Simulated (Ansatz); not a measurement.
Species, as SMILES: [H][H] (H2).
Atoms: H1, H2. Bonds: H1-H2.

Basis-set convergence of the optimised H1-H2 bond length at CCSD(T) with Ansatz (a quantum-chemistry and plane-wave program). The reference of a correlated method is not its basis-set limit, which lies further on. All functions are spherical. No added dispersion term, no relativity. Reference: the value in aug-cc-pVQZ, 0.7420 Å, itself unsure by roughly 0.0003 Å (its mean distance from cc-pV5Z, def2-QZVPP, cc-pVQZ). Deviations are taken from unrounded values.

| basis | functions | optimised H1-H2 bond length (Å) | minus reference (Å) |
|---|---|---|---|
| 6-31G* | 4 | 0.7462 | 0.0042 |
| cc-pVDZ | 10 | 0.7609 | 0.0189 |
| def2-SVP | 10 | 0.7591 | 0.0171 |
| 6-311G** | 12 | 0.7435 | 0.0015 |
| def2-TZVP | 12 | 0.7426 | 0.0006 |
| aug-cc-pVDZ | 18 | 0.7617 | 0.0197 |
| def2-TZVPP | 28 | 0.7426 | 0.0006 |
| jun-cc-pV(T+d)Z | 28 | 0.7426 | 0.0006 |
| 6-311++G(3df,3pd) | 36 | 0.7423 | 0.0003 |
| aug-cc-pVTZ | 46 | 0.7430 | 0.0010 |
| cc-pVQZ | 60 | 0.7419 | -0.0001 |
| aug-cc-pVQZ | 92 | 0.7420 | 0.0000 |
| cc-pV5Z | 110 | 0.7415 | -0.0005 |

The smallest set listed that lies within 0.003 Å of the reference with all its larger relatives (same family, alike in diffuse functions; a set with none counts only in the reference's own line) is def2-TZVP (12 functions, 0.0006 Å off). Inside, with no larger relative to test it: 6-311G**, 6-311++G(3df,3pd). (Relatives not listed, tested too: def2-QZVPP -0.0002 Å.)
